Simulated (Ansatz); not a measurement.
Relaxation of CH6AlSi (9 atoms, charge 1, multiplicity 1), to a largest force component of 0.015 eV/Å in at most 40 steps.

These are results of RKS PBE0-D4/def2-SVP in Ansatz 0.2.0, not measurements.

```xyz
9
Properties=species:S:1:pos:R:3:forces:R:3
C -0.685 1.087 -0.583 0.69 -1.01 0.41
Si 0.787 -0.095 -0.797 -1.45 1.22 0.13
Al 0.593 -1.533 1.262 0.30 -0.58 0.38
H -0.365 2.127 -0.516 0.29 0.54 -0.13
H -1.246 0.856 0.329 -0.06 -0.04 0.12
H -1.383 1.031 -1.420 -0.19 -0.02 -0.56
H 1.454 0.284 -2.061 0.41 -0.27 -0.14
H 1.520 -2.665 1.757 0.45 -0.22 -0.18
H -0.674 -1.092 2.029 -0.44 0.38 -0.04
```

Problem. Where does it end, and by what steps?

Solution. The run converged. After 22 steps the energy has fallen by 0.466 eV; H9 moved furthest, 1.71 Å.

```json
{"step": "0", "energy less start (eV)": "0.0000", "largest force component (eV/Å)": "1.453", "accepted": "yes"}
{"step": "1", "energy less start (eV)": "-0.2496", "largest force component (eV/Å)": "0.378", "accepted": "yes"}
{"step": "2", "energy less start (eV)": "-0.2988", "largest force component (eV/Å)": "0.136", "accepted": "yes"}
{"step": "3", "energy less start (eV)": "-0.3469", "largest force component (eV/Å)": "0.100", "accepted": "yes"}
{"step": "4", "energy less start (eV)": "-0.3685", "largest force component (eV/Å)": "0.157", "accepted": "yes"}
{"step": "5", "energy less start (eV)": "-0.3742", "largest force component (eV/Å)": "0.190", "accepted": "yes"}
{"step": "6", "energy less start (eV)": "-0.3787", "largest force component (eV/Å)": "0.083", "accepted": "yes"}
{"step": "7", "energy less start (eV)": "-0.3811", "largest force component (eV/Å)": "0.027", "accepted": "yes"}
{"step": "8", "energy less start (eV)": "-0.3870", "largest force component (eV/Å)": "0.088", "accepted": "yes"}
{"step": "9", "energy less start (eV)": "-0.3916", "largest force component (eV/Å)": "0.292", "accepted": "yes"}
{"step": "10", "energy less start (eV)": "-0.4013", "largest force component (eV/Å)": "0.180", "accepted": "yes"}
{"step": "11", "energy less start (eV)": "-0.4159", "largest force component (eV/Å)": "0.194", "accepted": "yes"}
{"step": "12", "energy less start (eV)": "-0.4196", "largest force component (eV/Å)": "0.339", "accepted": "yes"}
{"step": "13", "energy less start (eV)": "-0.4342", "largest force component (eV/Å)": "0.639", "accepted": "yes"}
{"step": "14", "energy less start (eV)": "-0.4546", "largest force component (eV/Å)": "0.099", "accepted": "yes"}
{"step": "15", "energy less start (eV)": "-0.4621", "largest force component (eV/Å)": "0.036", "accepted": "yes"}
{"step": "16", "energy less start (eV)": "-0.4628", "largest force component (eV/Å)": "0.154", "accepted": "yes"}
{"step": "17", "energy less start (eV)": "-0.4653", "largest force component (eV/Å)": "0.043", "accepted": "yes"}
{"step": "18", "energy less start (eV)": "-0.4656", "largest force component (eV/Å)": "0.027", "accepted": "yes"}
{"step": "19", "energy less start (eV)": "-0.4657", "largest force component (eV/Å)": "0.050", "accepted": "yes"}
{"step": "20", "energy less start (eV)": "-0.4660", "largest force component (eV/Å)": "0.020", "accepted": "yes"}
{"step": "21", "energy less start (eV)": "-0.4661", "largest force component (eV/Å)": "0.019", "accepted": "yes"}
{"step": "22", "energy less start (eV)": "-0.4661", "largest force component (eV/Å)": "0.004", "accepted": "yes"}
```

```xyz
9
Properties=species:S:1:pos:R:3
C -0.596 1.421 -0.625
Si 0.238 -0.216 -0.567
Al 0.586 -1.741 1.424
H 0.116 2.164 -1.035
H -0.987 1.772 0.338
H -1.418 1.367 -1.365
H 0.731 -0.588 -1.929
H 1.944 -1.437 2.156
H -0.613 -2.742 1.602
```

Whether the end is a true minimum wasn't checked by a vibrational analysis.

Time of the run: 2.2 min on 1 thread of Intel(R) Xeon(R) Processor @ 2.50GHz (Skylake/Cascade Lake), on a shared host, peak memory 0.16 GiB.
